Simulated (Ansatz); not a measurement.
bcc V

Method: r²SCAN in Ansatz (PAW).

Numerical settings: plane-wave cutoff 500 eV, 22×22×1 k mesh (along the axes of the cell as run), Fermi–Dirac smearing 0.1 eV, scalar-relativistic PAW data made under PBE.

Cell: relaxed at this level.

| Property | Result |
|---|---|
| surface energy of the (110) face | 2.66 J/m² |
| work function of the (110) face | 4.85 eV |

The slab of 6 atoms is relaxed and unreconstructed.

Computed values are for the static lattice.

Cost on a shared machine: very roughly 13 core-minutes.

Ansatz is a program for electronic structure.
